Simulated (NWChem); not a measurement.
All runs are NWChem calculations. System: methanol (CH4O), charge 0, spin multiplicity 1, at a geometry optimised with B3LYP/def2-SVP. Level: MP2/def2-TZVPD, 2 core orbitals frozen.

Part of the output:

```
             Northwest Computational Chemistry Package (NWChem) 7.3.0
             --------------------------------------------------------

                                NWChem Input Module
                                -------------------

 Scaling coordinates for geometry "geometry" by  1.889725989
 (inverse scale =  0.529177249)

 Turning off AUTOSYM since
 SYMMETRY directive was detected!

                             Geometry "geometry" -> ""
                             -------------------------

 Output coordinates in angstroms (scale by  1.889725989 to convert to a.u.)

  No.       Tag          Charge          X              Y              Z
 ---- ---------------- ---------- -------------- -------------- --------------
    1 C                    6.0000     0.61254500    -0.23144300     0.00000000
    2 O                    8.0000    -0.66501800     0.35827300     0.00000000
    3 H                    1.0000     0.80655100    -0.85580700     0.89596400
    4 H                    1.0000     1.35477600     0.58193600     0.00000000
    5 H                    1.0000     0.80655100    -0.85580700    -0.89596400
    6 H                    1.0000    -1.32300400    -0.34784400     0.00000000

 Effective nuclear repulsion energy (a.u.)      40.3081485967

            Nuclear Dipole moment (a.u.)
            ----------------------------
        X                 Y               Z
 ---------------- ---------------- ----------------
    -0.0000000000     0.0000075589     0.0000000000

      Symmetry information
      --------------------

 Group name             Cs
 Group number              2
 Group order               2
 No. of unique centers     5

      Symmetry unique atoms

     1    2    3    4    6


 Summary of "ao basis" -> "" (spherical)
 ------------------------------------------------------------------------------
       Tag                 Description            Shells   Functions and Types
 ---------------- ------------------------------  ------  ---------------------
 *                         def2-tzvpd                 on all atoms

 Summary of "ao basis" -> "ao basis" (spherical)
 ------------------------------------------------------------------------------
       Tag                 Description            Shells   Functions and Types
 ---------------- ------------------------------  ------  ---------------------
 C                         def2-tzvpd               13       37   6s3p3d1f
 O                         def2-tzvpd               14       40   6s4p3d1f
 H                         def2-tzvpd                5        9   3s2p

                                 NWChem SCF Module
                                 -----------------

  ao basis        = "ao basis"
  functions       =   113
  atoms           =     6
  closed shells   =     9
  open shells     =     0
  charge          =   0.00
  wavefunction    = RHF
  use symmetry    = T
  symmetry adapt  = T

 Summary of "ao basis" -> "ao basis" (spherical)
 ------------------------------------------------------------------------------
       Tag                 Description            Shells   Functions and Types
 ---------------- ------------------------------  ------  ---------------------
 C                         def2-tzvpd               13       37   6s3p3d1f
 O                         def2-tzvpd               14       40   6s4p3d1f
 H                         def2-tzvpd                5        9   3s2p

      Symmetry analysis of basis
      --------------------------

        a'         75
        a"         38

 Forming initial guess at       0.1s

      Superposition of Atomic Density Guess
      -------------------------------------

 Sum of atomic energies:        -114.45499680

      Non-variational initial energy
      ------------------------------

 Total energy =    -115.322268
 1-e energy   =    -234.801218
 2-e energy   =      79.170801
 HOMO         =      -0.375658
 LUMO         =       0.036375

      Symmetry analysis of molecular orbitals - initial
      -------------------------------------------------

  Numbering of irreducible representations:

     1 a'          2 a"

  Orbital symmetries:

     1 a'          2 a'          3 a'          4 a'          5 a'
[...]
     8     -0.241440  1 C  py                11     -0.204082  1 C  py
    88     -0.199827  4 H  s                 14     -0.162513  1 C  py
    42      0.154016  2 O  s                 51      0.153819  2 O  py

 Vector    9  Occ=2.000000D+00  E=-4.499087D-01  Symmetry=a"
              MO Center= -1.1D-01, -3.9D-02,  1.8D-13, r^2= 1.7D+00
   Bfn.  Coefficient  Atom+Function         Bfn.  Coefficient  Atom+Function
  ----- ------------  ---------------      ----- ------------  ---------------
    46      0.382650  2 O  pz                49      0.349962  2 O  pz
    52      0.265029  2 O  pz                15     -0.210849  1 C  pz
     9     -0.179040  1 C  pz                79     -0.167389  3 H  s
    97      0.167389  5 H  s

 Vector   10  Occ=0.000000D+00  E= 6.728919D-02  Symmetry=a'
              MO Center= -3.7D-01, -6.0D-01,  1.8D-15, r^2= 1.1D+01
   Bfn.  Coefficient  Atom+Function         Bfn.  Coefficient  Atom+Function
  ----- ------------  ---------------      ----- ------------  ---------------
     5      5.080534  1 C  s                  6      4.167661  1 C  s
    43     -3.275910  2 O  s                 80     -2.020544  3 H  s
    98     -2.020544  5 H  s                 89     -1.822391  4 H  s
    53     -1.402581  2 O  px                13      0.564063  1 C  px
    86      0.470337  3 H  pz               104     -0.470337  5 H  pz

 Vector   11  Occ=0.000000D+00  E= 9.781308D-02  Symmetry=a'
              MO Center=  1.6D-02, -9.1D-02, -1.0D-16, r^2= 1.1D+01
   Bfn.  Coefficient  Atom+Function         Bfn.  Coefficient  Atom+Function
  ----- ------------  ---------------      ----- ------------  ---------------
    89      3.353040  4 H  s                 43      3.329165  2 O  s
     5     -2.649484  1 C  s                107     -2.582192  6 H  s
     6     -2.312764  1 C  s                 14     -1.074055  1 C  py
    53     -0.929852  2 O  px               112     -0.759529  6 H  py
    42      0.626080  2 O  s                 54     -0.599286  2 O  py

 Vector   12  Occ=0.000000D+00  E= 1.165896D-01  Symmetry=a'
              MO Center= -1.1D+00,  1.2D+00, -4.6D-16, r^2= 9.9D+00
   Bfn.  Coefficient  Atom+Function         Bfn.  Coefficient  Atom+Function
  ----- ------------  ---------------      ----- ------------  ---------------
    43      4.204534  2 O  s                  5      2.176852  1 C  s
    54     -2.153223  2 O  py               107     -1.833238  6 H  s
    80     -1.637877  3 H  s                 98     -1.637877  5 H  s
     6     -1.628280  1 C  s                 53      1.218753  2 O  px
    89     -0.554804  4 H  s                 86      0.442665  3 H  pz

 center of mass
 --------------
 x =  -0.09609759 y =   0.08639275 z =   0.00000000

 moments of inertia (a.u.)
 ------------------
          22.092512076301          19.893095163214           0.000000000000
          19.893095163214          64.409718933164           0.000000000000
           0.000000000000           0.000000000000          74.945795234224

  Mulliken analysis of the total density
  --------------------------------------

    Atom       Charge   Shell Charges
 -----------   ------   -------------------------------------------------------
    1 C    6     6.19   0.85  1.12  0.48  0.67  0.03  0.01  1.20  1.27  0.39  0.03  0.09  0.02  0.01
    2 O    8     8.53   0.79  1.18  0.56  0.96  0.29 -0.00  1.85  2.05  0.80  0.02  0.00  0.03 -0.01  0.00
    3 H    1     0.86   0.27  0.50  0.07  0.02  0.01
    4 H    1     0.87   0.27  0.50  0.07  0.02  0.02
    5 H    1     0.86   0.27  0.50  0.07  0.02  0.01
    6 H    1     0.70   0.25  0.34  0.06  0.04  0.00

       Multipole analysis of the density wrt the origin
       ------------------------------------------------

     L   x y z        total         open         nuclear
     -   - - -        -----         ----         -------
     0   0 0 0     -0.000000      0.000000     18.000000

     1   1 0 0      0.116583      0.000000     -0.000000
     1   0 1 0     -0.681732      0.000000      0.000008
     1   0 0 1     -0.000000      0.000000      0.000000

     2   2 0 0     -8.552174      0.000000     38.124920
     2   1 1 0      1.539592      0.000000    -10.315346
     2   1 0 1     -0.000000      0.000000      0.000000
     2   0 2 0    -10.144768      0.000000     11.687121
     2   0 1 1      0.000000      0.000000      0.000000
     2   0 0 2    -10.263239      0.000000      5.733354

                   NWChem MP2 Semi-direct Energy/Gradient Module
                   ---------------------------------------------

  Basis functions       =    113
  Molecular orbitals    =    113
  Frozen core           =      2
  Frozen virtuals       =      0
  Active alpha occupied =      7
  Active beta occupied  =      7
  Active alpha virtual  =    104
  Active beta virtual   =    104
  Use MO symmetry       = T
  Use skeleton AO sym   = T

  AO/Fock/Back tols     =   1.0D-09  1.0D-09  1.0D-09

 GA uses MA = F    GA memory limited = T

 Available:
  local mem=  1.26D+08
 global mem=  1.44D+08
 local disk=  0.00D+00
  mp2_memr nvloc                   104
  nvloc new                   104
   1 passes of   7:        5242880                      62434                  15959719.
   1 passes of   7: M    126152162           G      144153662           F     120909282.

 Semi-direct pass number   1 of   1  for RHF alpha+beta  at        4.4s
  vrange nnbf                  6439
  mp2_eaftype                    60  avail_ma_in_mb                  1099
 EAF : mp2_eaftype filesize          60    7979860.
  mp2_eaf for mointskh                     60
Node 0 wrote     37.5 Mb in      0.0 s     Agg I/O rate:   941.3 Mb/s
 Done moints_semi at        9.3s
  mp2_eaftype                    60  avail_ma_in_mb                  1039
 EAF : mp2_eaftype filesize          60    7979860.
  mp2_eaf for kh                    60
 Done maket at        9.6s
 Done multipass loop at        9.6s

          -------------------------------------------
          SCF energy                -115.092625966773
          Correlation energy          -0.419581432131
          Singlet pairs               -0.272867161695
          Triplet pairs               -0.146714270435
          Total MP2 energy          -115.512207398903
          -------------------------------------------

          ---------------------------------------------------
                    Spin Component Scaled (SCS) MP2
          Same spin pairs                     -0.097809513623
          Same spin scaling factor             0.333333333333
          Opposite spin pairs                 -0.321771918507
          Opposite spin scaling fact.          1.200000000000
          SCS-MP2 correlation energy          -0.418729473416
          Total SCS-MP2 energy              -115.511355440189
          ---------------------------------------------------

 -----------------------
 Performance information
 -----------------------

 Timer overhead =  2.03D-07 seconds/call

               Nr. of calls         CPU time (s)                 Wall time (s)                GFlops
             ---------------    -------------------     ------------------------------   -------------------
Name         Min   Avg   Max    Min     Avg     Max     Min     Avg     Max   Mx/calls   Min     Max     Sum
mp2: moin     1     1     1    5.0     5.0     5.0      5.0     5.0     5.0     5.0      0.0     0.0     0.0
mp2: make     1     1     1   0.25    0.25    0.25     0.25    0.25    0.25    0.25      0.0     0.0     0.0
mp2: tota     1     1     1    5.3     5.3     5.3      5.3     5.3     5.3     5.3      0.0     0.0     0.0

 The average no. of pstat calls per process was 3.00D+00
 with a timing overhead of 6.10D-07s

 Task  times  cpu:        9.5s     wall:        9.5s

 Total times  cpu:        9.6s     wall:        9.6s
```

Write an NWChem input that would produce this output.

One answer among several that fit: 
```
start mol
memory heap 200 mb stack 900 mb global 1100 mb
geometry units angstroms nocenter noautoz
  C      0.612545    -0.231443     0.000000
  O     -0.665018     0.358273     0.000000
  H      0.806551    -0.855807     0.895964
  H      1.354776     0.581936     0.000000
  H      0.806551    -0.855807    -0.895964
  H     -1.323004    -0.347844     0.000000
  symmetry group Cs
end
basis spherical
  * library def2-tzvpd
end
scf
  rhf
  nopen 0
  maxiter 100
  thresh 1e-7
  semidirect memsize 60000000 filesize 0
end
mp2
  freeze core 2
end
task mp2 energy
```
